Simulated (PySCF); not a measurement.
hydrogen sulfide cation (H2S), SMILES S (connectivity only; charge and spin as stated), charge +1, multiplicity 2. Atoms are numbered in the order given.

```xyz
3

S      0.0000     0.0000    -0.1060
H      0.0000    -0.9915     0.8480
H      0.0000     0.9915     0.8480
```
Charge +1, spin multiplicity 2.

Geometry: PBE-D3(BJ)/def2-TZVPD. The multiplicity is an assumed one; other spin states were not compared.

Level of theory: TDA-PBE0/def2-TZVPD run with PySCF.

Vertical excitations. Gas-phase values at a fixed geometry.

```tsv
state	energy (eV)	λ (nm)	f	main pairs
root 1	3.24	382	0.003	β HOMO→LUMO 99 %
root 2	5.17	240	0.000	β HOMO−1→LUMO 99 %
root 3	8.10	153	0.000	α HOMO→LUMO 99 %
root 4	8.17	152	0.000	α HOMO−1→LUMO 41 %, β HOMO→LUMO+1 55 %
root 5	9.21	135	0.000	α HOMO→LUMO+1 95 %
root 6	9.48	131	0.000	α HOMO−1→LUMO+1 29 %, α HOMO−2→LUMO 21 %, β HOMO−1→LUMO+1 25 %, β HOMO→LUMO+2 22 %
root 7	10.59	117	0.000	α HOMO−2→LUMO 26 %, α HOMO−1→LUMO+1 24 %, β HOMO−1→LUMO+1 27 %, β HOMO→LUMO+2 22 %
root 8	10.69	116	0.079	α HOMO−1→LUMO 48 %, α HOMO→LUMO+5 9 %, β HOMO→LUMO+1 32 %
root 9	11.08	112	0.072	α HOMO−1→LUMO+1 39 %, α HOMO−2→LUMO 7 %, β HOMO→LUMO+2 48 %
root 10	11.55	107	0.000	α HOMO−2→LUMO+1 55 %, β HOMO−1→LUMO+2 38 %
```
Unrestricted roots are not spin-pure.
